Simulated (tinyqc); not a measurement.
Worked calculation: extended Hueckel theory, for LiF. One step of it, computed by the program tinyqc.

Task: Wolfsberg-Helmholz matrix. H_ij = K' S_ij (H_ii + H_jj)/2 for i != j (the diagonal keeps H_ii), with K' = 1.75.

overlap S, lower triangle:
```
            1Li 2s   1Li 2px   1Li 2py    1Li 2pz     2F 2s    2F 2px    2F 2py    2F 2pz
1Li 2s    1.000000
1Li 2px   0.000000  1.000000
1Li 2py   0.000000  0.000000  1.000000
1Li 2pz   0.000000  0.000000  0.000000   1.000000
2F 2s     0.298885  0.000000  0.000000   0.432885  1.000000
2F 2px    0.000000  0.163079  0.000000   0.000000  0.000000  1.000000
2F 2py    0.000000  0.000000  0.163079   0.000000  0.000000  0.000000  1.000000
2F 2pz   -0.064147  0.000000  0.000000  -0.048499  0.000000  0.000000  0.000000  1.000000
```

diagonal H_ii (eV): 1Li 2s -5.400000, 1Li 2px -3.500000, 1Li 2py -3.500000, 1Li 2pz -3.500000, 2F 2s -40.000000, 2F 2px -18.100000, 2F 2py -18.100000, 2F 2pz -18.100000

K = 1.750000

Give: H.

Result:

H (eV), lower triangle:
```
           1Li 2s  1Li 2px  1Li 2py   1Li 2pz     2F 2s    2F 2px    2F 2py    2F 2pz
1Li 2s    -5.4000
1Li 2px    0.0000  -3.5000
1Li 2py    0.0000   0.0000  -3.5000
1Li 2pz    0.0000   0.0000   0.0000   -3.5000
2F 2s    -11.8732   0.0000   0.0000  -16.4767  -40.0000
2F 2px     0.0000  -3.0822   0.0000    0.0000    0.0000  -18.1000
2F 2py     0.0000   0.0000  -3.0822    0.0000    0.0000    0.0000  -18.1000
2F 2pz     1.3190   0.0000   0.0000    0.9166    0.0000    0.0000    0.0000  -18.1000
```
